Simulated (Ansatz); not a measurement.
A run of Ansatz (development build ahead of 0.2.0) on singlet SiH₄ at this shape:

```xyz
5

Si    0.0000    0.0000    0.0000
H     0.7929    0.7929    0.7929
H     0.7929   -0.7929   -0.7929
H    -0.7929    0.7929   -0.7929
H    -0.7929   -0.7929    0.7929
```

Its results:

- Converged: yes
- Total energy: -291.15054 hartree
- Spin squared of the determinant: 0.000

Problem. Which input gives this output? Name the method, the orbitals and the basis set, and write the input.

Solution. RHF in 6-31G. An unrestricted run that stays on the closed shell gives the same numbers.

```yaml
crystal:
  periodic: [false, false, false]
  atoms:
    - { symbol: Si, position_ang: [0.0, 0.0, 0.0] }
    - { symbol: H, position_ang: [0.79292, 0.79292, 0.79292] }
    - { symbol: H, position_ang: [0.79292, -0.79292, -0.79292] }
    - { symbol: H, position_ang: [-0.79292, 0.79292, -0.79292] }
    - { symbol: H, position_ang: [-0.79292, -0.79292, 0.79292] }
basis:
  gaussian: { orbitals: "6-31G" }
hamiltonian:
  xc: hf
```
